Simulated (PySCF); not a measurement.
Two structures of CH₅ClSi, singlet, reached by relaxing down either side of one saddle point (PBE0-D4/def2-TZVP). Energies are electronic, without zero-point energy. Computed with PySCF 2.14 with density fitting (its default auxiliary sets; JK sets also for MP2 and CCSD(T)) (basis: def2-TZVPP and def2-QZVPP); correlated methods freeze the cores. Extrapolation: Hartree–Fock as exp(−7.88 √X), correlation as X^−2.97. First:

```
8
angstrom
Si -0.4906 0.6861 -0.1507
C 0.4638 -0.8906 0.0760
H -0.5841 1.0655 -1.5814
H -1.8540 0.5837 0.4243
Cl 0.4707 2.2256 0.8275
H 1.4722 -0.7956 -0.3317
H -0.0424 -1.7108 -0.4412
H 0.5412 -1.1466 1.1347
```

Second:

Si1  (-1.003, 1.751, 0.064)
C2  (0.497, -0.940, -0.503)
H3  (0.114, -0.087, -1.081)
H4  (-1.770, 0.687, 0.846)
Cl5  (0.287, 2.237, 1.629)
H6  (1.493, -1.167, -0.881)
H7  (-0.169, -1.789, -0.650)
H8  (0.558, -0.699, 0.557)
(Å)

Problem. Which bonds change from the first to the second?

Solution. CH₅ClSi ([CH3][SiH2][Cl]) → SiHCl ([SiH][Cl]) + CH₄; bonds formed: C2–H3; bonds broken: Si1–C2, Si1–H3.

Problem. Give the saddle point's structure and its height above each. (Judge from chemistry; the value comes from the calculation.)

Solution. By the calculation: 3.321 eV above the first and 1.348 eV above the second (CCSD(T) at an estimated basis limit (MP2 extrapolated from triple and quadruple zeta, plus CCSD(T) − MP2 in triple zeta)).
```
8
angstrom
Si -0.7370 1.1352 -0.1095
C 0.3982 -0.7613 -0.2070
H 0.0599 0.4244 -1.1683
H -1.7981 0.3351 0.5447
Cl 0.4105 2.0231 1.3701
H 1.3498 -0.7800 -0.7386
H -0.2652 -1.5498 -0.5559
H 0.5818 -0.8266 0.8646
```

The T1 diagnostic stays at or below 0.013. The restricted Hartree–Fock reference is unstable towards an unrestricted one at one or more of these structures.

Losses and insertions of silylenes and their heavier kin drive the gas-phase chemistry of silicon and germanium vapour deposition.

Labels in which every atom is bracketed show which atoms are joined, not bond orders.

For scale, one of the runs: CCSD(T)/def2-TZVPP, 185 basis functions, launched by `OMP_NUM_THREADS=4 python run.py`. Time: 3.5 min of wall clock on 4 CPU threads of an Arm Neoverse V1; the host was shared. Peak host memory: 1.7 GiB.
